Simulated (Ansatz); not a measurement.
Au: relaxation of cell and atoms

Theory: DFT, PBE, PAW with Ansatz's default frozen-core files, scalar-relativistic in Ansatz 0.2.0.

Command: `ansatz run input.yaml --threads 1 --pin off --max-ram 2048MiB --backend cpu --events-out ev --progress --plain --runs-dir out` The run took about 4.8 s on 1 thread of a shared machine.

```yaml
crystal:
  lattice:
    - [0.0, 1.9678118992, 1.9678118992]
    - [1.9678118992, 0.0, 1.9678118992]
    - [1.9678118992, 1.9678118992, 0.0]
  atoms:
    - { symbol: Au, position: [0.0, 0.0, 0.0] }
kpoints:
  mp_grid: { grid: [14, 14, 14] }
scf:
  occupations: { method: fermi_dirac, width: 0.03 }
hamiltonian:
  xc: pbe
  pseudopotentials: { kind: paw }
output:
  forces: true
  stress: true
relax:
  f_tol: 0.005
  max_steps: 80
  cell: {}
```

No spin–orbit coupling, which matters for the heavy atoms here.

The cell is built from the fcc type as a first guess.

The cutoff is 420 eV; energies and pressures of the walk include the program's estimate of the Pulay term.

Each frame lists the cell vectors (Å), then Cartesian positions (Å); symmetry keeps all forces zero. Free energies count from the first step, -13149.0610 eV.

The walk took 5 evaluations in all; steps that aren't listed are left out.

Step 1: E = 0.0 meV, P = 37.51 GPa

```
cell 0.0000 1.9678 1.9678 1.9678 0.0000 1.9678 1.9678 1.9678 0.0000
Au    0.0000    0.0000    0.0000
```

Step 2:

```
cell 0.0000 2.0637 2.0637 2.0637 0.0000 2.0637 2.0637 2.0637 0.0000
Au    0.0000    0.0000    0.0000
```

Step 3: E = -263.3 meV, P = 0.97 GPa

```
cell 0.0000 2.0737 2.0737 2.0737 0.0000 2.0737 2.0737 2.0737 0.0000
Au    0.0000    0.0000    0.0000
```

Task: Give the energy, pressure of step 2.

Result: E = -260.1 meV, P = 3.20 GPa
```
Au    0.0000    0.0000    0.0000
```

Task: How does the relaxation end?

Result: It converges, with a = 4.157 Å, b = 4.157 Å, c = 4.157 Å, α = 90.00°, β = 90.00°, γ = 90.00° (conventional cell, space group Fm-3m). The last solve (on a basis chosen afresh for the final cell, so its energy is not quite comparable) gives E = -264.6 meV, P = 0.02 GPa:
```
cell 0.0000 2.0783 2.0783 2.0783 0.0000 2.0783 2.0783 2.0783 0.0000
Au    0.0000    0.0000    0.0000
```
